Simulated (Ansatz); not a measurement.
This script makes a ladder of basis sets of BF₂H, SMILES FBF with the Python package of Ansatz (0.2.0).

Script `run_basis.py`:
```python
"""Basis-set convergence for BF2H."""

import ansatz

GEOMETRY = """
F     1.13469    0.45990   -0.36463
B    -0.00261   -0.04291    0.03414
F    -1.07565    0.53061   -0.44049
H    -0.05642   -0.94759    0.77098
"""


def main() -> None:
    bf2h = ansatz.Crystal.molecule()
    for line in GEOMETRY.strip().splitlines():
        symbol, *xyz = line.split()
        bf2h = bf2h.atom(symbol, [float(v) for v in xyz])

    setup = bf2h.calculation().correlation("mp2")

    energies = {}
    for basis in ["cc-pVDZ", "cc-pVTZ"]:
        r = setup.basis(gaussian=basis).run(threads=1).report
        size = r["n_frozen"] + r["n_occupied"][0] + r["n_virtual"][0]
        energies[basis] = (r["reference_energy_ev"] / 27.211386246, r["free_energy_ev"] / 27.211386246)
        print(f"{basis:14s} {size:4d} orbitals  reference {energies[basis][0]:14.6f} Ha  total {energies[basis][1]:14.6f} Ha")

    # two-point extrapolation: the basis-set error of the correlation energy falls as X^-3
    small, large = (energies[b][1] - energies[b][0] for b in ("cc-pVDZ", "cc-pVTZ"))
    limit = (3 ** 3 * large - 2 ** 3 * small) / (3 ** 3 - 2 ** 3)
    print(f"correlation energy: {small:.6f} and {large:.6f} Ha, extrapolated {limit:.6f} Ha")
    print(f"share caught by the larger set: {100 * large / limit:.1f} %")


if __name__ == "__main__":
    main()
```

How far does the total energy move along this ladder of basis sets?

Against cc-pVDZ: cc-pVTZ -231.4 mHa. The last step alone is -231.43 mHa.

The run itself:

```console
$ python run_basis.py
cc-pVDZ          47 orbitals  reference    -224.265989 Ha  total    -224.722215 Ha
cc-pVTZ         104 orbitals  reference    -224.354010 Ha  total    -224.953641 Ha
correlation energy: -0.456227 and -0.599631 Ha, extrapolated -0.660012 Ha
share caught by the larger set: 90.9 %
```

The drop along the ladder measures the basis error, and is no property of the molecule. The geometry is a force-field or estimated start, not a minimum of this method, and the last set is no limit. Much of the fall in a total is atomic energy, which cancels in bond and reaction energies. Inner cores stay frozen, so this is valence correlation. An extrapolation from small basis sets is rough. Timing: 1.6 s on 1 thread of Intel(R) Xeon(R) Processor @ 2.30GHz (shared host), peak memory 0.22 GiB.
